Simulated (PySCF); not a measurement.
**Vertical excitation energies**

Species: C₃H₆OS.
InChI=1S/C3H6OS/c1-3(5)2-4/h4H,2H2,1H3

Theory: PySCF 2.14.0, density-fitted response routines, TDDFT CAM-B3LYP/def2-SVPD, vertical, gas phase, core orbitals frozen in the response. The structure is a single PBE0-D3(BJ)/def2-SVP conformer in the gas phase; no vibrational or solvent corrections. Torsions of this conformer, `[CH3:1][C:2](=[S:3])[CH2:4][OH:5]`: C1–C2–C4–O5 175°, H–O5–C4–C2 5°.

Problem. List the vertical singlet excitations with oscillator strengths and describe the spectrum.

Solution. 

```json
{"state": "S1", "λ (nm)": "420.1", "E (eV)": "2.95", "f": "0.0001", "main configurations (H = HOMO, L = LUMO)": "H→L (99%)"}
{"state": "S2", "λ (nm)": "236.3", "E (eV)": "5.25", "f": "0.079", "main configurations (H = HOMO, L = LUMO)": "H-1→L (92%)"}
{"state": "S3", "λ (nm)": "209.9", "E (eV)": "5.91", "f": "0.178", "main configurations (H = HOMO, L = LUMO)": "H-2→L (87%)"}
{"state": "S4", "λ (nm)": "199.0", "E (eV)": "6.23", "f": "0.0087", "main configurations (H = HOMO, L = LUMO)": "H-3→L (88%)"}
{"state": "S5", "λ (nm)": "189.4", "E (eV)": "6.55", "f": "0.084", "main configurations (H = HOMO, L = LUMO)": "H→L+1 (84%)"}
{"state": "S6", "λ (nm)": "176.4", "E (eV)": "7.03", "f": "0.0082", "main configurations (H = HOMO, L = LUMO)": "H→L+2 (70%), H→L+3 (11%), H→L+4 (10%)"}
{"state": "S7", "λ (nm)": "175.0", "E (eV)": "7.08", "f": "0.0010", "main configurations (H = HOMO, L = LUMO)": "H-4→L (87%)"}
{"state": "S8", "λ (nm)": "164.6", "E (eV)": "7.53", "f": "0.0022", "main configurations (H = HOMO, L = LUMO)": "H-1→L+1 (77%), H-1→L+3 (9%)"}
{"state": "S9", "λ (nm)": "159.9", "E (eV)": "7.75", "f": "0.0003", "main configurations (H = HOMO, L = LUMO)": "H→L+3 (50%), H→L+2 (15%), H→L+5 (11%)"}
{"state": "S10", "λ (nm)": "159.5", "E (eV)": "7.77", "f": "0.0028", "main configurations (H = HOMO, L = LUMO)": "H→L+5 (81%), H→L+3 (10%)"}
```

Triplets (Tamm–Dancoff): T1 2.53 eV, H→L (98%); T2 3.31 eV, H-2→L (58%), H-1→L (38%); T3 5.04 eV, H-1→L (60%), H-2→L (38%); T4 5.63 eV, H-3→L (71%), H-4→L (24%).

The lowest singlet lies at 2.95 eV (420 nm, visible) and is dark (f under 0.0005); its leading configuration is HOMO→LUMO (99%). The strongest level in the table is S3 at 5.91 eV (210 nm, f = 0.178). S1 has the pattern of n→π* at C=S. Of the 10 states listed, 3 reach f = 0.01 and 2 stay under 0.0005. Weighted by f, the mean energy of these states is 5.97 eV. The oscillator strengths of these states sum to 0.364; summed over the whole spectrum of an exact calculation they would give the number of electrons, 48 (Thomas–Reiche–Kuhn). S1 lies in the visible range (380 to 750 nm), at 420 nm, dark in the vertical dipole picture (f under 0.0005); light of that wavelength is violet, and its complementary colour is yellow-green; a Tamm–Dancoff triplet lies at 490 nm, without intensity as long as spin–orbit coupling is left out. The vertical ionisation energy (ΔSCF) is 9.27 eV, 1.50 eV above S10. Singlets were solved by full linear response, triplets in the Tamm–Dancoff approximation.
